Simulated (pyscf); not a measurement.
PySCF, gas phase, ωB97X-D3(BJ)/def2-SVP geometries.

Q: Estimate the classical barrier height and the reaction energy of Cl–CH₂–SiH(Cl)–Cl (SMILES ClC[SiH](Cl)Cl) + H• (SMILES [H]) -> Cl–CH₂–Si•(Cl)–Cl (SMILES ClC[Si](Cl)Cl) + H₂ (SMILES [H][H]) at B3LYP-D3(BJ)/def2-TZVP. The step runs on the doublet surface, breaks H–Si and forms H–H; take the separated reactants as zero.

A: ΔE‡ = 1.0 kcal/mol, ΔE = -15.4 kcal/mol. ωB97M-D3(BJ)/def2-TZVP gives 5.9 kcal/mol and -10.3 kcal/mol. Zero-point energy shifts the barrier by -0.8 kcal/mol. It is a hydrogen abstraction, with an imaginary mode of 1046i cm⁻¹. Cl–CH₂–SiH(Cl)–Cl lies 43.9 kcal/mol over its isomer H₃C–Si(Cl)(Cl)–Cl (electronic energy, ωB97M-D3(BJ)). Cl–CH₂–Si•(Cl)–Cl lies 32.0 kcal/mol over its isomer •H₂C–Si(Cl)(Cl)–Cl (electronic energy, ωB97M-D3(BJ)). This is the saddle that the search found; another between the same sides may lie lower. The angle at the transferred H is 179°.
